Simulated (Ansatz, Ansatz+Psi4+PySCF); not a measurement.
```yaml
atoms:
  - { symbol: N, position_ang: [0.0000, 0.0000, -1.2898] }
  - { symbol: N, position_ang: [0.0000, 0.0000, -0.0737] }
  - { symbol: O, position_ang: [0.0000, 0.0000, 1.1931] }
```

Basis set: cc-pVTZ (spherical functions). Frozen core: 3 orbitals. Charge 0, multiplicity 1.

Computed with Ansatz (development build ahead of 0.2.0); each method stands on the lowest determinant of its kind that the runs found. Restricted open shells among the atoms or ions are ROHF, correlated in semicanonical orbitals with singles.

The atomization energy at this shape (free ground-state atoms in the same class of orbitals less the molecule, no zero-point energy) of singlet N₂O:

```csv
method,atomization energy
RHF,62.01 kcal/mol
```

(1) What does RHF-MP2 give?

Results:

(1) 269.89 kcal/mol. Caution: in another basis set an unrestricted determinant lies well below; the shape is not the minimum.
